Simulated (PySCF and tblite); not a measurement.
Results of a calculation; reference values are marked as such.
n-hexane, C6H14, numbered as in [CH3:1][CH2:2][CH2:3][CH2:4][CH2:5][CH3:6].

Free energies: B3LYP-D3(BJ)/def2-TZVP (IEF-PCM, chloroform) on PBE0-D3(BJ)/def2-SVP structures plus GFN2-xTB thermal terms, symmetry and mirror images included. Conformers within 3 kcal/mol (GFN2-xTB free energy) were kept, 8 at most. GIAO shieldings: PBE0/pcSseg-1 (IEF-PCM, chloroform). Shifts are against TMS (¹H), TMS (¹³C) at the same level. Run with PySCF (density fitting) and tblite.

Task: Predict the averaged NMR shifts at 298.15 K.

Result: ¹H: 1.22 (H2/H5, 4H), 1.14 (H3/H4, 4H), 0.96 (H1/H6, 6H) ppm. ¹³C: 34.5 (C3/C4), 26.1 (C2/C5), 16.2 (C1/C6) ppm.

Task: How do the conformers differ?

Result: Torsions listed: C1–C2–C3–C4, C2–C3–C4–C5, C3–C4–C5–C6. Of a mirror pair one member is shown.
```tsv
conformer	shape	weight %
1	-64°, -177°, 180°	34.9
2	180°, 180°, 180°	26.0
3	-177°, -65°, -177°	15.5
4	176°, 59°, 59°	12.0
5	66°, 180°, -66°	5.3
```

Not shown: 3 more, 6.4 % in all.

| signal | 1 | 2 | 3 | 4 | 5 | average |
| --- | --- | --- | --- | --- | --- | --- |
| H1/H6 | 0.97 | 0.99 | 0.96 | 0.91 | 0.94 | 0.96 |
| H2/H5 | 1.24 | 1.19 | 1.17 | 1.20 | 1.31 | 1.22 |
| H3/H4 | 1.12 | 1.06 | 1.19 | 1.28 | 1.16 | 1.14 |
| C1/C6 | 15.9 | 17.0 | 17.1 | 14.9 | 14.6 | 16.2 |
| C2/C5 | 26.7 | 27.6 | 25.2 | 22.2 | 25.5 | 26.1 |
| C3/C4 | 34.3 | 37.1 | 35.4 | 31.0 | 31.0 | 34.5 |

Task: Which signal moves most, for its nucleus, between 200 and 400 K through the change of populations alone?

Result: C3/C4: 35.1 ppm at 200 K, 34.8 ppm at 250 K, 34.5 ppm at 298.15 K, 34.3 ppm at 350 K, 34.2 ppm at 400 K.

Shifts are unscaled: against experiment ¹³C can be off by 15 ppm or more and ¹H by 0.8 ppm. For its torsions the set is small; conformers may be missing.
